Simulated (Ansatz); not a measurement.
Two shapes of singlet C2H4.

Shape 1:

```xyz
6

C    -0.0229    0.0238   -0.7029
C     0.0451   -0.0141    0.6490
H     0.0071   -0.9752   -1.2178
H    -0.0247    0.8992   -1.2697
H     0.0182   -0.9572    1.2018
H     0.0414    0.9100    1.2587
```

Shape 2:

```xyz
6

C     0.0000    0.0000   -0.7185
C     0.0000    0.0000    0.7185
H     0.0000   -1.0056   -1.3395
H     0.0000    1.0056   -1.3395
H     0.0000   -1.0056    1.3395
H     0.0000    1.0056    1.3395
```

Basis set: 6-31G* (spherical functions). Frozen core: 2 orbitals. Charge 0, multiplicity 1.

Computed with Ansatz (development build ahead of 0.2.0); each method stands on the lowest determinant of its kind that the runs found.

(1) Which shape is lower in energy, and by how much in each method?

Results:

(1)

| method | E(2) − E(1) (eV) |
| --- | --- |
| RHF | 1.016 |
| RHF-MP2 | 0.737 |

Shape 1 is lower. Caution: no unrestricted run beside it, a lower state can exist.
